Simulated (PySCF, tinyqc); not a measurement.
Worked calculation: harmonic frequencies on the RHF/sto-3g surface (energies and gradients from PySCF), for CH2, spin multiplicity 1. The lowest restricted solution is unstable here: a spin-polarised one lies 0.0253 hartree lower (PySCF). Computed by tinyqc, a small Python program that keeps every step (integrals from PySCF). Settings: charge = 0, multiplicity = 1, basis = sto-3g, delta = 0.002. Command: `OMP_NUM_THREADS=1 python tinyqc.py 23202 23203 out.jsonl` (the two numbers bound the seeds that draw the settings). One thread of a shared host (Intel(R) Xeon(R) Processor @ 2.60GHz), about 1 s of CPU time with the checks.

## One row of the Hessian: 2Hy

optimised positions (bohr), order 1C, 2H, 3H:
```
[[0.0509, -0.0563, -0.2116],
 [-0.0012, 1.5827, 1.1339],
 [-0.0478, -1.6776, 1.1526]]
```

gradient at +delta (hartree/bohr), order 1C, 2H, 3H:
```
[[0.000010, -0.000536, -0.000305],
 [-0.000012, 0.000596, 0.000372],
 [0.000003, -0.000060, -0.000067]]
```

gradient at -delta (hartree/bohr), order 1C, 2H, 3H:
```
[[-0.000007, 0.000493, 0.000252],
 [0.000010, -0.000561, -0.000328],
 [-0.000003, 0.000068, 0.000077]]
```

Displace 2Hy by +/-0.002 bohr; H(k, :) = (g(+) - g(-)) / (2 delta).

row of the Hessian (hartree/bohr^2): [0.004169, -0.257221, -0.139188, -0.005728, 0.289245, 0.175180, 0.001559, -0.032024, -0.035991]

## Hessian by finite differences

All rows are made in the same way, and the matrix is symmetrised.

Hessian (symmetrised) (hartree/bohr^2), order 1Cx, 1Cy, 1Cz, 2Hx, 2Hy, 2Hz, 3Hx, 3Hy, 3Hz:
```
[[0.001400, 0.007127, -0.022963, -0.000428, 0.004169, 0.008413, -0.000972, -0.011296, 0.014550],
 [0.007127, 0.509884, -0.000275, 0.008212, -0.257221, -0.211735, -0.015339, -0.252664, 0.212009],
 [-0.022963, -0.000275, 0.412002, 0.009425, -0.139188, -0.203972, 0.013538, 0.139463, -0.208030],
 [-0.000428, 0.008212, 0.009425, 0.000385, -0.005728, -0.008090, 0.000043, -0.002484, -0.001335],
 [0.004169, -0.257221, -0.139188, -0.005728, 0.289245, 0.175180, 0.001559, -0.032024, -0.035992],
 [0.008413, -0.211735, -0.203972, -0.008090, 0.175180, 0.189028, -0.000323, 0.036554, 0.014944],
 [-0.000972, -0.015339, 0.013538, 0.000043, 0.001559, -0.000323, 0.000929, 0.013780, -0.013215],
 [-0.011296, -0.252664, 0.139463, -0.002484, -0.032024, 0.036554, 0.013780, 0.284688, -0.176017],
 [0.014550, 0.212009, -0.208030, -0.001335, -0.035992, 0.014944, -0.013215, -0.176017, 0.193086]]
```

## Normal modes

masses (u): [12.0000, 1.0078, 2.0141]

Diagonalise H_ij / sqrt(m_i m_j); the 6 smallest eigenvalues belong to translations and rotations; wavenumber = sqrt(eigenvalue / 1822.888) x 219474.63; each mode has its largest component positive (the first on a tie); zero-point energy = sum of wavenumbers / 2, with 349.755 1/cm per kcal/mol. A mass of 2.014 u marks deuterium.

eigenvalues of the mass-weighted Hessian (hartree/(bohr^2 u)): [0.0000, 0.0000, 0.0000, 0.0000, 0.0000, 0.0000, 0.0953, 0.2415, 0.4527]

harmonic wavenumbers of the vibrations (1/cm): [1587.1, 2526.3, 3458.7]

mass-weighted modes, order 1Cx, 1Cy, 1Cz, 2Hx, 2Hy, 2Hz, 3Hx, 3Hy, 3Hz:
```
[[0.0183, -0.0173, 0.0049],
 [-0.0080, -0.2705, -0.2341],
 [-0.3301, 0.2424, -0.1468],
 [-0.0394, 0.0001, -0.0220],
 [-0.5039, -0.0929, 0.7589],
 [0.5810, -0.0247, 0.5856],
 [-0.0168, 0.0421, 0.0036],
 [0.3761, 0.7261, 0.0346],
 [0.3948, -0.5741, -0.0558]]
```

zero-point energy = 10.8247 kcal/mol
